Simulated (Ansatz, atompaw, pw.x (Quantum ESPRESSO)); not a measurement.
## What a changed setting does to a pw.x run (diamond Ge)

Potential: PAW, atompaw 4.2.0.5, PBE; core [Ar] 3d10, reference 4s1.5 4p2.5; waves: 4s (bound): rc 1.85 bohr; 4s channel at 0.15 Ry: rc 2.70 bohr; 4p (bound): rc 2.70 bohr; 4p channel at 3.4 Ry: rc 2.50 bohr; 4d channel at 0.15 Ry: rc 2.70 bohr; local part: bessel scheme, radius 1.12 bohr; core correction: smooth core density matched at 2.35 bohr; augmentation: sinc compensation charge, radius 2.05 bohr; PAW radius 2.70 bohr; waves and projectors: custom rrkj gramschmidtortho.

The reference run (k-mesh 8³, cutoffs 40/400 Ry, Fermi–Dirac 0.01 Ry, mixing_beta 0.4, conv_thr 1e-9, no spin) gives -0.03 GPa at 23.951 Å³/atom, where all-electron LAPW gives 0.00 GPa. This run, with its own iteration cap, changes ecutwfc to 3, a wrong or extreme entry chosen on purpose.

```
&control
  calculation='scf', prefix='x', pseudo_dir='./', outdir='./tmp', tstress=.true., disk_io='none'
/
&system
  ibrav=0, nat=2, ntyp=1, ecutwfc=3, ecutrho=400, nbnd=11,
  occupations='smearing', smearing='fd', degauss=0.01
/
&electrons
  conv_thr=1e-09, mixing_beta=0.4, electron_maxstep=70
/
ATOMIC_SPECIES
Ge 1.0 Ge.UPF
CELL_PARAMETERS angstrom
  0.00000000 2.88253474 2.88253474
  2.88253474 0.00000000 2.88253474
  2.88253474 2.88253474 0.00000000
ATOMIC_POSITIONS crystal
Ge 0.0000 0.0000 0.0000
Ge 0.2500 0.2500 0.2500
K_POINTS automatic
8 8 8 0 0 0
```

```bash
pw.x < Ge.scf.in > Ge.scf.out
```

Q: How does the run end?

A: It stops with "cdiaghg: S matrix not positive definite".

```
Message from routine setup:
     using ibrav=0 with symmetry is DISCOURAGED, use correct ibrav instead
     lattice parameter (alat)  =       7.7035  a.u.
     unit-cell volume          =     323.2587 (a.u.)^3
     number of electrons       =         8.00
     number of Kohn-Sham states=           11
     kinetic-energy cutoff     =       3.0000  Ry
     charge density cutoff     =     400.0000  Ry
     scf convergence threshold =      1.0E-09
     Exchange-correlation= SLA PW PBX PBC
     number of k points=    29  Fermi-Dirac smearing, width (Ry)=  0.0100
     negative rho (up, down):  1.170E-03 0.000E+00
     Error in routine cdiaghg (52):
     S matrix not positive definite
```

The run took about 2.1 s on one core of a shared host (Intel(R) Xeon(R) Platinum 8259CL CPU @ 2.50GHz, 96 threads, 755 GiB, load 42).
